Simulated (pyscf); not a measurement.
HO–AsH–OH (SMILES O[AsH]O) + AsH₃ (SMILES [AsH3]) → HO–AsH–O–AsH₂ (SMILES O[AsH]O[AsH2]) + H₂ (SMILES [H][H]) (four-centre exchange; singlet surface; H–O, As–H broken, As–O, H–H formed). Single points on ωB97X-D3(BJ)/def2-SVP structures (PySCF, gas phase). Energies in kJ/mol from the separated reactants.

```tsv
level	barrier	reaction energy
ωB97X-D3(BJ)/def2-TZVP	243.7	+31.9
r²SCAN/def2-TZVP	228.4	+42.2
B3LYP-D3(BJ)/def2-TZVP	229.5	+37.7
PBE0-D3(BJ)/def2-TZVP	(withheld)	+48.0
M06-2X/def2-TZVP	(withheld)	(withheld)
HF/def2-TZVP	339.2	+61.0
```

Problem. Fill in the missing entries.

Solution. 
- PBE0-D3(BJ)/def2-TZVP, barrier: 231.3
- M06-2X/def2-TZVP, barrier: 240.6
- M06-2X/def2-TZVP, reaction energy: +30.5

The functionals in the table span 15.3 kJ/mol in this barrier, from r²SCAN to ωB97X-D3(BJ). HO–AsH–O–AsH₂ lies 59.8 kJ/mol over its isomer HO–As(OH)–AsH₂ (electronic energy, ωB97M-D3(BJ)). One saddle was located; it need not be the lowest between these sides. Elements up to Kr have no core potential and no relativistic terms here.
